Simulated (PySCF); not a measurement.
C5H7Cl.
Geometry (PBE0-D3(BJ)/def2-SVP, Å), atoms numbered from 1 in this order:
```
atom  x, y, z in Å
C1     1.9793    0.2431    0.4947
C2     0.9881   -0.6419    0.3303
C3    -0.4318   -0.3264    0.1589
C4    -1.3412   -1.3076    0.0273
C5    -0.8653    1.1065    0.0950
Cl6   -0.7289    1.9404    1.6833
H7     1.7937    1.3185    0.5559
H8     3.0143   -0.0888    0.6049
H9     1.2300   -1.7104    0.3135
H10   -2.4043   -1.0909   -0.1042
H11   -1.0426   -2.3592    0.0480
H12   -1.9150    1.1852   -0.2120
H13   -0.2458    1.6794   -0.6093
```

The closed-shell ground state was solved at several levels (PySCF, density fitting, gas phase, non-relativistic).

| level | basis functions | HOMO (eV) | LUMO (eV) | gap (eV) | dipole (D) |
| --- | --- | --- | --- | --- | --- |
| PBE0/6-31G | 72 | -6.84 | -0.89 | 5.95 | 2.30 |
| PBE0/def2-SVP | 123 | -6.95 | -1.05 | 5.90 | 1.78 |
| PBE0/6-31G* | 102 | -6.79 | -0.85 | 5.94 | 2.08 |
| PBE0/cc-pVDZ | 123 | -6.91 | -1.01 | 5.90 | 1.90 |
| B97-2/pcSseg-1 | 144 | -6.81 | -1.24 | 5.57 | 2.00 |

Task: What might CAM-B3LYP/pcSseg-1 (144 basis functions) give for the same quantities?

Result: HOMO -8.27 eV, LUMO -0.05 eV, gap 8.22 eV, dipole 2.00 D.

Task: Over all these levels, which gives the widest orbital gap and which the narrowest?

Result: CAM-B3LYP/pcSseg-1 (range-separated hybrid) has the widest, 8.22 eV, and B97-2/pcSseg-1 (global hybrid, 21 % exact exchange) the narrowest, 5.57 eV. The two share the basis. From the narrowest to the widest the HOMO moves by -1.46 eV and the LUMO by +1.19 eV.

Task: How much does the basis alone move the frontier levels among the 4 PBE0 rows?

Result: The HOMO by 0.16 eV and the LUMO by 0.20 eV. By rising basis size (HOMO, LUMO in eV): 6-31G -6.84, -0.89; 6-31G* -6.79, -0.85; def2-SVP -6.95, -1.05; cc-pVDZ -6.91, -1.01.

Task: How far do the dipole and the HOMO energy spread over the levels?

Result: The dipole runs from 1.78 to 2.30 D (mean 2.01 D) and the HOMO from -8.27 to -6.79 eV.

One conformer stands for the species.
